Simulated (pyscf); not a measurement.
Single points on ωB97X-D3(BJ)/def2-SVP structures (PySCF, gas phase).

Question: What is the homolytic dissociation enthalpy (298 K, ωB97M-D3(BJ)/def2-TZVP) of the C–O bond of `[CH3][C](=[O])[O][CH]([CH3])[CH3]`, to H₃C–C(O•)=O + H₃C–CH•–CH₃?

Answer: C–O to H₃C–C(O•)=O + H₃C–CH•–CH₃: 82.6 kcal/mol. The 7 functionals that were run give +68.1 (PBE) to +87.5 kcal/mol (M06-2X). The radicals are drawn with the spin at the cut bond; how far it spreads was not checked. H₃C–C(=O)–O–CH(CH₃)–CH₃ lies 12.8 kcal/mol over its isomer H₃C–C(CH₃)(CH₃)–C(=O)–OH, and others may lie lower still (electronic energy, ωB97M-D3(BJ)). H₃C–C(O•)=O lies 11.8 kcal/mol over its isomer •H₂C–C(=O)–OH, and others may lie lower still (electronic energy, ωB97M-D3(BJ)). Other isomers of H₃C–CH•–CH₃ were not searched in full and may lie lower.
